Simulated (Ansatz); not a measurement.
Relaxation of AlH2Et (C₂H₇Al) with RKS PBE0-D4/def2-TZVP.

```sh
$ ansatz run in.yaml --threads 4 --pin off --events-out ev --progress --plain --max-ram 3916MiB
```

```yaml
crystal:
  periodic: [false, false, false]
  atoms:
    - {symbol: Al, position_ang: [0.756200, 1.406100, 0.588900]}
    - {symbol: H, position_ang: [2.304710, 1.485140, 0.623190]}
    - {symbol: H, position_ang: [0.060050, 2.790960, 0.544630]}
    - {symbol: C, position_ang: [-0.242310, -0.324710, 0.559440]}
    - {symbol: C, position_ang: [-0.443160, -0.904980, -0.857560]}
    - {symbol: H, position_ang: [-1.236960, -0.220570, 1.025040]}
    - {symbol: H, position_ang: [0.275930, -1.089370, 1.163390]}
    - {symbol: H, position_ang: [-0.982620, -1.852180, -0.824760]}
    - {symbol: H, position_ang: [-1.009460, -0.212770, -1.480250]}
    - {symbol: H, position_ang: [0.517610, -1.077610, -1.342020]}
basis:
  gaussian: {orbitals: def2-TZVP}
hamiltonian: {xc: pbe0, dispersion: d4}
scf: {lower_state_search: "off"}
output: {orbitals: {seedname: orbitals}}
relax: {f_tol: 0.02, max_steps: 100}
```

Hardware: 4 threads of Arm Neoverse V2 on a shared host. Wall time 3.4 s.

Positions (Å) and forces (eV/Å) at steps 1, 2, 3, 4 of 4:

```xyz
10
step=1 energy=-8779.6865 eV
Al    0.756    1.406    0.589   -0.451   -0.778    0.046
H     2.305    1.485    0.623    0.596   -0.151    0.002
H     0.060    2.791    0.545   -0.426    0.446   -0.031
C    -0.242   -0.325    0.559   -0.070   -0.121    0.070
C    -0.443   -0.905   -0.858    0.169    0.353    0.371
H    -1.237   -0.221    1.025    0.242    0.143   -0.035
H     0.276   -1.089    1.163    0.006    0.282   -0.056
H    -0.983   -1.852   -0.825   -0.033   -0.064   -0.060
H    -1.009   -0.213   -1.480   -0.091   -0.012   -0.160
H     0.518   -1.078   -1.342    0.057   -0.097   -0.147
10
step=2 energy=-8779.7428 eV
Al    0.748    1.391    0.591   -0.146   -0.257   -0.028
H     2.332    1.386    0.615    0.085    0.037    0.001
H    -0.039    2.766    0.534   -0.011    0.093    0.000
C    -0.238   -0.317    0.564    0.020    0.038    0.005
C    -0.432   -0.886   -0.856    0.034    0.099    0.276
H    -1.218   -0.180    1.043    0.074   -0.013   -0.070
H     0.299   -1.051    1.182   -0.039    0.052   -0.081
H    -0.973   -1.834   -0.829   -0.024   -0.049   -0.053
H    -1.003   -0.205   -1.491   -0.026    0.017   -0.028
H     0.524   -1.071   -1.352    0.031   -0.016   -0.022
10
step=3 energy=-8779.7465 eV
Al    0.741    1.380    0.586   -0.016   -0.027    0.005
H     2.333    1.391    0.608   -0.007    0.003   -0.008
H    -0.035    2.769    0.530    0.007   -0.004   -0.005
C    -0.241   -0.320    0.569   -0.001   -0.003   -0.007
C    -0.431   -0.883   -0.849    0.017    0.042    0.090
H    -1.220   -0.183    1.042    0.018   -0.005   -0.012
H     0.296   -1.054    1.182   -0.012    0.012   -0.015
H    -0.972   -1.833   -0.837   -0.005   -0.011   -0.018
H    -1.000   -0.199   -1.485   -0.008    0.001   -0.017
H     0.527   -1.066   -1.345    0.007   -0.008   -0.014
10
step=4 energy=-8779.7468 eV
Al    0.739    1.376    0.586    0.008    0.013   -0.003
H     2.331    1.389    0.600   -0.006   -0.002   -0.004
H    -0.034    2.767    0.526    0.002   -0.006   -0.001
C    -0.242   -0.322    0.572   -0.004   -0.006    0.004
C    -0.429   -0.880   -0.846    0.005    0.009    0.011
H    -1.221   -0.186    1.043   -0.003   -0.003    0.001
H     0.294   -1.056    1.184   -0.002   -0.004    0.002
H    -0.970   -1.831   -0.841    0.000    0.000   -0.004
H    -0.997   -0.195   -1.482    0.000    0.000   -0.004
H     0.529   -1.062   -1.342    0.000    0.000   -0.003
```
